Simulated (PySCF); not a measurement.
## The first ionisation energy along group 15

Calculated with PySCF 2.14 from differences of total energies of unrestricted determinants, without spin-orbit coupling. Values in eV. The last column holds reference values (NIST; (s) semi-empirical, (t) theoretical, else measured). Unmarked ones compare directly (S terms, centres of terms, or small fine structure); those marked * lie between the lowest fine-structure levels and include a spin-orbit shift.

| element | configurations | PBE | PBE0 | MP2 (valence) | SCS-MP2 (valence) | SCS-MP2 (valence and next inner shell) | CCSD (valence) | reference |
| --- | --- | --- | --- | --- | --- | --- | --- | --- |
| N (aug-cc-pwCVTZ, non-relativistic) | [He] 2s2 2p3 → [He] 2s2 2p2 | 14.732 | 14.703 | 14.590 | 14.327 | 14.343 | 14.448 | 14.545 |
| P (aug-cc-pwCVTZ, non-relativistic) | [Ne] 3s2 3p3 → [Ne] 3s2 3p2 | 10.494 | 10.533 | 10.497 | 10.317 | 10.329 | 10.429 | 10.526 |
| As (aug-cc-pwCVTZ-PP with ECP10MDF, ECP) | [Ar] 3d10 4s2 4p3 → [Ar] 3d10 4s2 4p2 | 9.847 | 9.914 | 9.902 | 9.750 | 9.817 | 9.866 | 10.008 |
| Sb (aug-cc-pwCVTZ-PP with ECP28MDF, ECP) | [Kr] 4d10 5s2 5p3 → [Kr] 4d10 5s2 5p2 | 8.963 | 9.037 | 8.994 | 8.867 | 8.961 | 8.976 | 9.124 |
| Bi (aug-cc-pwCVTZ-PP with ECP60MDF, ECP) | [Xe] 4f14 5d10 6s2 6p3 → [Xe] 4f14 5d10 6s2 6p2 | 8.564 | 8.634 | 8.560 | 8.443 | 8.560 | 8.567 | 7.286 * |

Which of these methods has the smallest mean absolute error against the measured values here?

MP2 (valence), with 0.077 eV.

```csv
method,elements,mean error (eV),mean absolute error (eV),largest error (eV)
PBE,4,-0.042,0.135,0.187
PBE0,4,-0.004,0.086,0.158
MP2 (valence),4,-0.055,0.077,-0.130
SCS-MP2 (valence),4,-0.235,0.235,-0.257
SCS-MP2 (valence and next inner shell),4,-0.188,0.188,-0.202
CCSD (valence),4,-0.121,0.121,-0.148
```

For Bi a determinant mixes LS terms or the coupling is close to jj, so these rows are model values.

Errors include the incompleteness of the basis and the frozen core.

"Valence" correlates the outer s and p shells and, in groups 3 to 12 and the f block, the outer d or f shell, open or full, or the next shell where the ion has no valence electron left; the wider scheme adds the next inner shell.
